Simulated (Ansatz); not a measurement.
Rock-salt AgBr: LDA at its full settings (plane-wave cutoff 520 eV, 10×10×10 k mesh, Fermi–Dirac smearing 0.01 eV, no spin polarisation, scalar-relativistic PAW data made under PBE) and at cheaper ones, in a cell of 2 atoms with Γ-centred meshes.

| level and setting | lattice parameter a (Å) | bulk modulus (GPa) |
|---|---|---|
| LDA (Ansatz) | 5.584 | 63.3 |
| LDA (2×2×2 k mesh) (Ansatz) | 5.848 | 44.2 |
| LDA (4×4×4 k mesh) (Ansatz) | … | 62.7 |

### Question
Some entries are withheld; supply them.

### Answer

- LDA (4×4×4 k mesh) (Ansatz, an electronic-structure program), lattice parameter a (Å): 5.596

Largest shifts from the full settings: lattice constant a +4.73 % (LDA (2×2×2 k mesh)), against a difference of -3.26 % of the full result from the reference 5.772 Å (measured, temperature not stated, no zero-point or thermal correction; as tabulated in Jana et al. (2018), arXiv:1803.03840); bulk modulus -30 % (LDA (2×2×2 k mesh)), against a difference of +45 % of the full result from the reference 43.8 GPa (measured, 195 K, no zero-point or thermal correction; as tabulated in Jochym and Parlinski (2001), arXiv:1301.6254).

Ansatz's density-functional and Hartree–Fock values are scalar-relativistic unless marked +SOC, with PAW data made under PBE.

Run with cheap settings on purpose, which may leave them unconverged: LDA (2×2×2 k mesh), LDA (4×4×4 k mesh).
